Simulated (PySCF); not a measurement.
## Trend along the third period: MSi cations

PBE0 with double-zeta basis sets in PySCF, for the lowest determinant that a PBE0 search found; no spin–orbit coupling. De refers to high-spin ground-configuration atoms (the charge goes to the atom of lower measured ionisation energy or higher electron affinity, which is not always the lowest computed limit). A positive dipole points towards Si; it is taken about the centre of mass and depends on that origin.

```json
{"M": "Na", "basis": "pcseg-1", "charged atom": "Na+", "state (unpaired electrons)": "triplet (σ ↑, π ↑)", "Re (Å)": "3.221", "ωe (cm⁻¹)": "131", "De (eV)": "0.44", "μ (D)": "-5.85"}
{"M": "Mg", "basis": "cc-pVDZ/cc-pV(D+d)Z", "charged atom": "Mg+", "state (unpaired electrons)": "doublet (π ↑)", "Re (Å)": "2.709", "ωe (cm⁻¹)": "279", "De (eV)": "1.80", "μ (D)": "-4.28"}
{"M": "Al", "basis": "def2-SVP", "charged atom": "Al+", "state (unpaired electrons)": "triplet (σ ↑, π ↑)", "Re (Å)": "2.778", "ωe (cm⁻¹)": "209", "De (eV)": "1.06", "μ (D)": "-1.75"}
{"M": "Si", "basis": "cc-pV(D+d)Z", "charged atom": "Si+", "state (unpaired electrons)": "quartet (σ ↑, π ↑↑)", "Re (Å)": "2.275", "ωe (cm⁻¹)": "474", "De (eV)": "3.61", "μ (D)": "n/a"}
{"M": "P", "basis": "x2c-SVPall", "charged atom": "Si+", "state (unpaired electrons)": "triplet (π ↑↑)", "Re (Å)": "2.233", "ωe (cm⁻¹)": "505", "De (eV)": "2.93", "μ (D)": "1.87"}
{"M": "Cl", "basis": "def2-SVP", "charged atom": "Si+", "state (unpaired electrons)": "singlet (closed shell)", "Re (Å)": "1.974", "ωe (cm⁻¹)": "670", "De (eV)": "5.09", "μ (D)": "3.65"}
```

The shortest bond is that of SiCl⁺ (1.974 Å), the longest that of NaSi⁺ (3.221 Å). SiCl⁺ is bound most strongly (5.09 eV) and NaSi⁺ least (0.44 eV).

The rows differ in basis set, which adds steps of its own.

The state changes along the series, so neighbouring rows are not always alike in their bonding.

Weak bonds: NaSi⁺. Basis-set superposition, not corrected here, can be much of De in a small basis, most of all at correlated wavefunction levels. For an ion De counts to the pair picked by the measured ionisation energies or electron affinities, which need not be the lowest pair at this level. States were picked by a PBE0 search and need not be the measured ground states.
